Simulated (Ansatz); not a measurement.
## CHCl, SMILES [CH]Cl: a ladder of methods at one geometry, step by step

Computed with Ansatz 0.2.0, Python API.

The cells in order, each with its output:

In [1]:
```python
import ansatz as az
from ase import Atoms
```

In [2]:
```python
SETTINGS = {
    "basis_set": "cc-pVDZ",
}

atoms = Atoms(["C", "Cl", "H"], positions=[
    (-0.3108, 0.4953, 0.0),
    (1.3459, -0.1502, 0.0),
    (-1.0351, -0.3451, 0.0),
])
system = az.Crystal.molecule_from_ase(atoms)
```

In [3]:
```python
model = (
    system.calculation()
    .basis(gaussian=SETTINGS["basis_set"])
    .spin("collinear", total=2)
    .accuracy("high")
)

methods = ["mp2", "ccsd", "ccsd_t", "ccsdt_q"]
reports = [model.correlation(m).run(threads=1, backend="cpu").report for m in methods]
print(f"Hartree-Fock reference {reports[0]['reference_energy_ev'] / 27.211386246:.6f} Ha")
best = reports[-1]["free_energy_ev"] - reports[-1]["reference_energy_ev"]
for method, each in zip(methods, reports):
    gained = each["free_energy_ev"] - each["reference_energy_ev"]
    print(f"{method:8s} total {each['free_energy_ev'] / 27.211386246:.6f} Ha  correlation {gained:9.4f} eV  ({100 * gained / best:.1f} % of the last)")
```
```text
Hartree-Fock reference -497.843188 Ha
mp2      total -498.065678 Ha  correlation   -6.0543 eV  (86.1 % of the last)
ccsd     total -498.093783 Ha  correlation   -6.8190 eV  (96.9 % of the last)
ccsd_t   total -498.100259 Ha  correlation   -6.9953 eV  (99.4 % of the last)
ccsdt_q  total -498.101729 Ha  correlation   -7.0353 eV  (100.0 % of the last)
```

Caveats:
- These settings explore the input space; basis and method may be short of convergence.
- The geometry is a force-field or estimated start, not a minimum of this method, and the basis set is short of its limit. A lower total doesn't mark the better method: functionals have no common bound, and MP2 and coupled cluster aren't variational.
- The species is open-shell (spin multiplicity 3).
- Inner cores stay frozen, so this is valence correlation.
- For Al to Cl the sets with a tight d function, cc-pV(X+d)Z, are usual.
- The whole script took 21 s on 1 thread of Arm Neoverse V2 (shared host), peak memory 0.42 GiB.

(Lines on the test bed's own set-up are left out of the output.)
